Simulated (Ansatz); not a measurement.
`BBN`. Total charge 0; spin multiplicity 1.

Z-matrix (Å, degrees):
```
B
B 1 1.664
H 1 1.201 2 122.2
H 1 1.201 2 122.2 3 173.8
N 2 1.391 1 129.0 3 93.1
H 2 1.210 1 114.9 3 -86.9
H 5 1.006 2 122.8 1 -180.0
H 5 1.005 2 124.0 1 0.0
```

Problem. What are the harmonic wavenumbers in cm⁻¹ at PBE0-D4/def2-TZVP (Ansatz, finite differences of forces, unscaled)? (Best estimate.)

Solution. Computed: 240, 277, 392, 596, 728, 756, 835, 934, 1001, 1135, 1184, 1405, 1651, 2510, 2560, 2622, 3615, 3705.

Problem. Is this a minimum?

Solution. Yes, all 18 modes are real.

Problem. Give the ideal-gas thermochemistry at 298.15 K and 1 bar (rigid rotor, harmonic oscillator; point group Cs, symmetry number 1).

Solution. Zero-point energy 156.4 kJ/mol; H(298) − E = 171.1 kJ/mol; entropy 272.5 J/(mol·K), of which translation 155.1, rotation 93.0, vibration 24.4; G(298) − E = 89.9 kJ/mol.
